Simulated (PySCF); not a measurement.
**phenazine radical anion: computed EPR parameters against published values**

The experiment to reproduce: a(1H H17/H18/H21/H22) -1.93 G [1]; a(1H H15/H16/H19/H20) -1.61 G [1]; a(14N N5/N12) 5.14 G [1]. Sources and the comparison follow the method.

Species: phenazine radical anion, C12H8N2 (charge -1 and doublet state).
Geometry (PBE0-D3(BJ)/def2-SVP, Å), atoms numbered from 1 in this order:
```xyz
22
C12H8N2 angstrom
C      3.5920   -0.5013   -0.6196
C      3.5740    0.8153   -0.1323
C      2.3661    1.4150    0.2028
C      1.1341    0.7303    0.0665
N     -0.0201    1.3460    0.4025
C     -1.1549    0.6307    0.2452
C     -2.4053    1.2074    0.5758
C     -3.5945    0.5040    0.4281
C     -3.5757   -0.8126   -0.0591
C     -2.3670   -1.4110   -0.3937
C     -1.1356   -0.7254   -0.2571
N      0.0184   -1.3414   -0.5933
C      1.1529   -0.6259   -0.4359
C      2.4024   -1.2038   -0.7670
H      4.5427   -0.9748   -0.8841
H      4.5105    1.3698   -0.0164
H      2.3196    2.4387    0.5843
H     -2.3881    2.2337    0.9527
H     -4.5455    0.9770    0.6923
H     -4.5117   -1.3679   -0.1751
H     -2.3194   -2.4348   -0.7752
H      2.3843   -2.2302   -1.1440
```

As a line formula: phenazine radical anion, `C1=CC=C2N=C3C=CC=CC3=NC2=C1` [SMILES of the parent framework; charge -1 and doublet state].

Computed with PySCF 2.14.0, UKS B3LYP, IGLO-III on C N, pcH-1 on H, non-relativistic, mean-field spin-orbit, GIAO. Whether the extra electron is bound in the gas phase wasn't checked; a finite basis holds it in any case. No stability test was run, so a lower SCF solution isn't excluded. No frequencies were computed at this geometry's level, so the symmetric structure isn't shown to be a minimum.

```csv
nucleus,computed a_iso (MHz),published,in MHz,difference of magnitudes (MHz),source
1H H17/H18/H21/H22,-7.0,-1.93 G,-5.4,+1.6,[1]
1H H15/H16/H19/H20,-4.2,-1.61 G,-4.5,-0.3,[1]
14N N5/N12,11.2,5.14 G,14.4,-3.2,[1]
```

Values published in field units are turned into MHz with the computed g_iso.

Sources: [1] measured, solution or matrix (EPR); Pople, Beveridge, Approximate Molecular Orbital Theory, McGraw-Hill 1970 (compilation of measured values).

In relative terms the largest miss is 1H H17/H18/H21/H22, by 30 %. The measured numbers hold vibrational averaging and, outside the gas phase, effects of the matrix or solvent; the computed ones belong to one rigid, isolated geometry and carry the errors of functional and basis. An EPR spectrum gives magnitudes, so published signs often rest on theory.

Largest spin populations (Mulliken): N12 (+0.28), N5 (+0.28), C14 (+0.10) and C10 (+0.10).

The unrestricted determinant has ⟨S²⟩ = 0.7609 (exact 0.7500), so spin contamination is small.
